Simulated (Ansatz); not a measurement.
We consider chalcopyrite ZnGeP2, described by BLYP (plane waves, PAW; Ansatz, an electronic-structure program).

Run with plane-wave cutoff 520 eV, 10×10×10 k mesh, Fermi–Dirac smearing 0.01 eV, scalar-relativistic PAW data made under PBE.

Shape and atoms are relaxed at each volume.

The direct gap at Γ against volume; x = 100 ln(V/21.683 Å³). One gap is withheld.

| V (Å³/atom) | x | gap (eV) |
|---|---|---|
| 20.816 | -4.08 | ? |
| 21.249 | -2.02 | 0.810 |
| 21.683 | 0.00 | 0.675 |
| 22.117 | 1.98 | 0.547 |
| 22.550 | 3.92 | 0.424 |

Question: Fit a straight line to the rows shown, give the volume deformation potential and predict the withheld gap.

Answer: Means of the 4 rows: x̄ = 0.970, ȳ = 0.6140 eV. Σ(x − x̄)(y − ȳ) = -1.2734 and Σ(x − x̄)² = 19.604, so the slope is -0.0650 eV per unit of x, and dE_g/d ln V = -6.5 eV. At x = -4.08: 0.6140 + (-0.0650) × (-4.08 − (0.970)) = 0.942 eV. The run gives 0.950 eV, 0.008 eV above the line, as the curve bends the same way over all rows.

Measured, for comparison: band gap 2.05 eV (temperature not stated, not corrected to a static lattice, pseudodirect, our sources range from 1.80 to 2.20; as tabulated in Rashkeev et al. (1999), arXiv:cond-mat/9809378).

Spin–orbit coupling is not included.

Note: the bulk modulus comes from volumes at which shape and atoms were relaxed.
